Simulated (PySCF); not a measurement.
ethanol (C2H6O), SMILES C(O)C.

Coordinates come from a B3LYP-D3(BJ)/def2-TZVP optimisation. One conformer was computed; it need not be the lowest.

Two levels are set side by side: TDA-PBE/def2-SVPD (PySCF) and TDA-CAM-B3LYP/def2-SVPD (PySCF). Vertical, same geometry. The lowest singlet is HOMO→LUMO 100 % with PBE and HOMO→LUMO 84 %, HOMO→LUMO+1 13 % with the other functional; states are paired by order. Differences are taken from unrounded values.

```
quantity                               TDA-PBE
-------------------------------------  -------
lowest singlet excitation (eV)            6.22
lowest triplet excitation (TDA) (eV)      5.97
first bright state (f over 0.05) (eV)     7.97
its oscillator strength                   0.05
```

Problem. These are the TDA-PBE values. What does TDA-CAM-B3LYP give? (An estimate is asked for; the answer gives what the named calculation found.)

Solution. 
| quantity | TDA-CAM-B3LYP | TDA-PBE minus TDA-CAM-B3LYP |
|---|---|---|
| lowest singlet excitation (eV) | 7.06 | -0.84 |
| lowest triplet excitation (TDA) (eV) | 6.72 | -0.75 |
| first bright state (f over 0.05) (eV) | 9.09 | -1.12 |
| its oscillator strength | 0.06 | -0.01 |

A lower first singlet is the usual sign of a functional without exact exchange. Differences between two approximate levels are no errors against the true value.

Rough cost on one machine, each run with all the roots and properties that it gave: TDA-CAM-B3LYP against TDA-PBE about 3 times.
